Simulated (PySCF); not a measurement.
**How the numerical set-up moves the result for BH**

The method stays; parts of the set-up, such as the basis or the Hamiltonian, are changed.

Computed with PySCF 2.14.0. Level: method and basis as typed in the scripts.

**1. The system as given**

BH: 2 atoms, charge 0, spin multiplicity 1.

Bond lengths: B1–H2 1.135 Å.

**2. The run that the others are compared with**

input.py reads:

```python
from pyscf import gto, dft

mol = gto.M(
    atom='B 0 0 0; H 0 0 1.135',
    basis='sto-3g',
    charge=0,
    spin=0,
    symmetry=True,
    verbose=4,
)
mf = dft.UKS(mol, xc='pw91')
mf.kernel()
mf.dip_moment()
print('orbital energies (hartree):', [e[max(0, n-3):n+3].round(4) for e, n in zip(mf.mo_energy, mol.nelec)])
```

Run with:

```console
$ OMP_NUM_THREADS=1 python input.py
```

Its log is not repeated here.

It gives: E(SCF) = -24.882772 Eh, 5 cycles, μ = 1.06 D.

The bond length is a typed value, not an optimised one.

**3. Def2-svp**

Edit 1 changes basis set: sto-3g → def2-svp.

input.py reads:

```python
from pyscf import gto, dft

mol = gto.M(
    atom='B 0 0 0; H 0 0 1.135',
    basis='def2-svp',
    charge=0,
    spin=0,
    symmetry=True,
    verbose=4,
)
mf = dft.UKS(mol, xc='pw91')
mf.kernel()
mf.dip_moment()
print('orbital energies (hartree):', [e[max(0, n-3):n+3].round(4) for e, n in zip(mf.mo_energy, mol.nelec)])
```

Run with:

```console
$ OMP_NUM_THREADS=1 python input.py
```

**4. Pcseg-2**

Edit 2 changes basis set: sto-3g → pcseg-2.

input.py, as its differences from that of step 2:

```diff
@@ -4,3 +4,3 @@
     atom='B 0 0 0; H 0 0 1.135',
-    basis='sto-3g',
+    basis='pcseg-2',
     charge=0,
```

**5. Cc-pvdz-dk (X2C on)**

Edit 3 changes basis set: sto-3g → cc-pvdz-dk; spin-free X2C: off → on.

input.py, as its differences from that of step 2:

```diff
@@ -4,3 +4,3 @@
     atom='B 0 0 0; H 0 0 1.135',
-    basis='sto-3g',
+    basis='cc-pvdz-dk',
     charge=0,
@@ -11,2 +11,3 @@
 mf = dft.UKS(mol, xc='pw91')
+mf = mf.sfx2c1e()
 mf.kernel()
```

**6. Spin-free X2C on**

Edit 4 changes spin-free X2C: off → on.

input.py, as its differences from that of step 2:

```diff
@@ -11,2 +11,3 @@
 mf = dft.UKS(mol, xc='pw91')
+mf = mf.sfx2c1e()
 mf.kernel()
```

**Question.** What will these runs give? Wanted: for each run, E(SCF); from base; gap; dipole.

The runs gave:

```
                run  E(SCF) (hartree)  from base (eV)  cycles  gap (eV)  dipole (D)  functions
               base        -24.882772               0       5      2.05        1.06          6
           def2-svp        -25.229314         -9.4299       6      1.90        1.85         19
            pcseg-2        -25.261639        -10.3095       7      1.96        1.82         44
cc-pvdz-dk (X2C on)        -25.259507  not comparable       6      1.93        1.75         19
   spin-free X2C on        -24.887935         -0.1405       5      2.05        1.06          6
```

What this shows: The largest comparable shift of the SCF energy, -10.309 eV, comes with the run “pcseg-2”. def2-svp (19 functions) gives an energy 9.43 eV lower than sto-3g (6). pcseg-2 (44 functions) gives an energy 10.31 eV lower than sto-3g (6). Scalar relativity lowers the total energy by 0.14 eV, nearly all of it in the inner shells.
